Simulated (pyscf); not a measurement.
Optimised with ωB97X-D3(BJ)/def2-SVP in PySCF.

**Question.** Estimate by transition-state theory the rate constant of silanol (HO–SiH₃) + Cl–GeH₃ → H₃Si–O–GeH₃ + hydrogen chloride (HCl) (singlet surface; H–O, Cl–Ge broken, Ge–O, Cl–H formed) at 1200 K, with ωB97M-D3(BJ)/def2-TZVP energies (ideal gas, 1 atm, RRHO with modes under 100 cm⁻¹ raised to 100, one conformer, R ln 2 for rigid chiral ones; no tunnelling).

**Answer.** The electronic barrier is 20.9 kcal/mol and the thermal terms add +44.2, so ΔG‡ = 65.2 kcal/mol. With k_BT/h = 2.50e+13 s⁻¹ and RT = 2.385 kcal/mol, and a volume of 1.64e-19 cm³ per molecule at 1 atm, k = 5.6e-18 cm³ molecule⁻¹ s⁻¹. Wigner's tunnelling factor for 149i cm⁻¹ would be 1.00. A shift of 1 kcal/mol in the barrier changes k by a factor 1.5. On the reactant side the descent ends in a complex (not fully relaxed), 4.2 kcal/mol under the separated species and 24.2 kcal/mol under the saddle at ωB97X-D3(BJ)/def2-TZVP. On the product side the descent ends in a complex (not fully relaxed), 5.7 kcal/mol under the separated species and 17.0 kcal/mol under the saddle at ωB97X-D3(BJ)/def2-TZVP. One saddle was located; it need not be the lowest between these sides. Elements up to Kr have no core potential and no relativistic terms here.
